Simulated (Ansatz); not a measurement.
Geometry optimisation, RKS PBE/def2-SVP in Ansatz 0.2.0.

Input file:

```yaml
crystal:
  periodic: [false, false, false]
  atoms:
    - { symbol: Si, position_ang: [-0.6504, 0.9936, -0.8975] }
    - { symbol: O, position_ang: [0.534, 0.1218, -0.3063] }
    - { symbol: Si, position_ang: [0.7403, -1.0279, 0.839] }
    - { symbol: H, position_ang: [-1.6813, 0.1615, -1.456] }
    - { symbol: H, position_ang: [-0.1845, 1.9051, -2.0099] }
    - { symbol: H, position_ang: [-1.2713, 1.8943, 0.1693] }
    - { symbol: H, position_ang: [2.2251, -1.4361, 0.8669] }
    - { symbol: H, position_ang: [-0.0364, -2.1931, 0.5527] }
    - { symbol: H, position_ang: [0.4131, -0.4656, 2.2246] }
basis:
  gaussian: { orbitals: def2-SVP }
hamiltonian:
  xc: pbe
relax:
  f_tol: 0.015
  max_steps: 40
```

Run as:

```bash
$ ansatz run input.yaml --threads 1 --pin off --max-ram 2048MiB --backend cpu --events-out ev --progress --plain --runs-dir out
```

Question: Where does it end, and by what steps?

Answer: The forces met the threshold. After 4 steps the energy has fallen by 0.320 eV; H4 moved furthest, 0.14 Å.

```
step  energy less start (eV)  largest force component (eV/Å)  accepted
   0                  0.0000                           3.115       yes
   1                 -0.2481                           1.403       yes
   2                 -0.3097                           0.297       yes
   3                 -0.3185                           0.169       yes
   4                 -0.3201                           0.013       yes
```

```xyz
9
Properties=species:S:1:pos:R:3
Si -0.708 1.063 -0.934
O 0.499 0.115 -0.266
Si 0.800 -1.056 0.891
H -1.791 0.202 -1.529
H -0.092 1.906 -2.012
H -1.320 1.958 0.112
H 2.259 -1.401 0.834
H -0.018 -2.291 0.620
H 0.461 -0.543 2.266
```

Run time: 12 s on 1 CPU thread of a shared host.
